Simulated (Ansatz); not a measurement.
# Scan of [Br···H···H], doublet

Starting geometry:

```
atom   x (Å)   y (Å)    z (Å)
  Br  0.0000  0.0000  -1.2869
   H  0.0000  0.0000   0.1337
   H  0.0000  0.0000   1.1531
```

From there H2 is moved from one fragment to the other while all else, the fragments' distance too, stays fixed; atoms are numbered as listed. Energies are in kcal/mol, counted from the starting geometry at the same level. Kohn–Sham curves are unrestricted where that lies lower.

Basis cc-pVTZ; Ansatz 0.2.0. Correlated methods freeze the noble-gas cores and the filled d shells of p-block atoms. R marks a restricted (for open shells ROHF) determinant, U an unrestricted one. No spin–orbit coupling is included, and no scalar relativity.

Functionals correlate the shells that the reference freezes, so part of their error here is the reference's.

Full CI isn't at hand for all of this; UCCSDT(Q) serves as the reference, and is uncertain by about the last step of the cluster series.

| distance Br1-H2 (Å) | UCCSDT(Q) | PBE | revPBE | r2SCAN | PBE0 | B3LYP | r2SCANh | wB97M-V | B2PLYP | RPA-PBE |
| --- | --- | --- | --- | --- | --- | --- | --- | --- | --- | --- |
| 1.421 | 0.0 | 0.0 | 0.0 | 0.0 | 0.0 | 0.0 | 0.0 | 0.0 | 0.0 | 0.0 |
| 1.460 | -1.9 | -2.3 | -2.4 | -2.0 | -2.1 | -2.3 | -1.9 | -2.1 | -2.0 | -2.2 |
| 1.538 | -5.2 | -5.7 | -6.1 | -5.0 | -5.3 | -6.1 | -4.9 | -5.8 | -5.4 | -6.0 |
| 1.617 | -8.1 | -7.8 | -8.5 | -6.9 | -7.5 | -8.9 | -6.8 | -9.0 | -8.2 | -9.3 |
| 1.695 | -9.5 | -7.6 | -8.6 | -6.9 | -7.8 | -9.7 | -7.0 | -10.4 | -9.2 | -10.8 |
